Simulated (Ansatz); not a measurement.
**NaS+ (triplet): B3LYP, r2SCAN0 over a scan of the distance S1–Na2, cc-pVDZ**

How well do these functionals follow the top wave-function level for NaS+ (triplet) over a scan of the distance S1–Na2?

Method: cc-pVDZ, all electrons in the functionals; program: Ansatz 0.2.0, Gaussian basis.

The runs, in order: B3LYP, r2SCAN0, at 2.321 Å; 2.553 Å; 2.856 Å; 3.170 Å; 3.428 Å; 3.978 Å; 4.577 Å; 5.227 Å; 6.240 Å; 7.605 Å; 9.675 Å.

61 further runs of the same task are left out: 46 for a known fault of the program, 12 that didn't finish, 3 set aside as unsound or not needed.

## Step 1: The system

The geometry derives from a PBE0/def2-TZVP stationary point (not a proven minimum). One bond is set to the value named and the two fragments are kept rigid.

2 atoms, charge 1, spin multiplicity 3.

Atoms are counted from 1 here; the program's logs count them from 0.

Bond lengths: S1–Na2 2.856 Å.

No dispersion term is added. B3LYP takes the VWN-RPA correlation.

The geometry shown and the zero of energy belong to the point 2.856 Å. The yardstick, FCI, and other wave-function levels (R restricted, U unrestricted, valence and pair active spaces) come from earlier runs.

## Step 2: B3LYP, 2.321 Å

in.yaml

```yaml
crystal:
  periodic: [false, false, false]
  atoms:
    - {symbol: S, position_ang: [0.000000, 0.000000, 0.000000]}
    - {symbol: Na, position_ang: [0.000000, 0.000000, 2.321000]}
basis:
  gaussian: {orbitals: cc-pVDZ}
total_charge: 1
magnetization: {spin_polarized: true, initial_magnetization: 2}
hamiltonian: {xc: {name: B3LYP}}
```

The run is started by

```
> ansatz run in.yaml --threads 1 --pin off --events-out ev --progress --plain --max-ram 2393MiB
```

After this run come: B3LYP, 2.553 Å; B3LYP, 2.856 Å; B3LYP, 3.170 Å; B3LYP, 3.428 Å; B3LYP, 3.978 Å; B3LYP, 4.577 Å; B3LYP, 5.227 Å; B3LYP, 6.240 Å; B3LYP, 7.605 Å; B3LYP, 9.675 Å; r2SCAN0, 2.321 Å; r2SCAN0, 2.553 Å; r2SCAN0, 2.856 Å; r2SCAN0, 3.170 Å; r2SCAN0, 3.428 Å; r2SCAN0, 3.978 Å; r2SCAN0, 4.577 Å; r2SCAN0, 5.227 Å; r2SCAN0, 6.240 Å; r2SCAN0, 7.605 Å; r2SCAN0, 9.675 Å.

Q: Predict the results of all the runs planned. Wanted: span of the FCI curve; largest miss, B3LYP; largest miss, r2SCAN0.

**Answer**, as computed:

| quantity | value |
| --- | --- |
| span of the FCI curve | 61.6 kJ/mol |
| largest miss, B3LYP | -9.8 kJ/mol (2.321 Å) |
| largest miss, r2SCAN0 | -8.4 kJ/mol (2.321 Å) |

Of the functionals, r2SCAN0 keep the smallest largest miss at the points compared (at most 8.4 kJ/mol) and B3LYP strays most (9.8 kJ/mol, at 2.321 Å). Functionals and the yardstick converge differently with the basis, so part of each miss in cc-pVDZ is the basis.
